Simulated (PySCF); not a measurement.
Working out the ionisation energy of Si

Si [Ne] 3s2 3p2 (3P) → Si⁺ [Ne] 3s2 3p1 (2P). Calculation: PySCF 2.14, in aug-cc-pV(D+d)Z; no relativity, point nucleus. Frozen: [Ne]. Energies in hartree (1 hartree = 27.21139 eV):

```csv
part,Si (lower),Si⁺ (upper)
UHF,-288.851096,-288.569999
CCSD correlation,-0.067253,-0.054487
(T),-0.001366,-0.000721
```

Question: What does Hartree-Fock give?

Answer: (-288.569999) − (-288.851096) = 0.281097 hartree = 7.649 eV.

Question: What do CCSD and CCSD(T) give?

Answer: The CCSD correlation energies differ by 0.012766 hartree = 0.347 eV and the triples by 0.000645 hartree = 0.018 eV, so CCSD gives 7.996 eV and CCSD(T) 8.014 eV.

Measured between the centres of the two terms (NIST): 8.157 eV, so CCSD(T) (valence) is off by -0.143 eV.

What remains against the reference includes basis incompleteness, the frozen core and higher excitations.
